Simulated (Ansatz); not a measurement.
**Worked example: vertical ionisation energy of C4H7N (SMILES C=CC(=C)N)**

The species is C4H7N (12 atoms), meant as a singlet with charge 0. As SMILES, `C=CC(=C)N`. The coordinates come from a PBE0-D4/def2-TZVP relaxation. This is one conformer, not always the lowest.

Both states at this one shape; open shells run unrestricted unless said. 1 Eh = 27.2114 eV.

```tsv
level	program	singlet C4H7N (Eh)	doublet C4H7N+ (Eh)	HOMO of the first (eV)
B3LYP/6-31G* (spherical functions)	Ansatz	-211.340529	-211.054250	-5.46
B3LYP/cc-pVDZ	Ansatz	-211.360223	-211.069574	-5.61
```

Question: Work out the vertical ionisation energy at each level.

Answer: 
1. B3LYP/6-31G* (spherical functions): -211.054250 − (-211.340529) = 0.286279 Eh = 7.79 eV; −ε(HOMO) = 5.46 eV.
2. B3LYP/cc-pVDZ: -211.069574 − (-211.360223) = 0.290649 Eh = 7.91 eV; −ε(HOMO) = 5.61 eV.

No measured value is set beside it here; the levels span 7.79 to 7.91 eV.
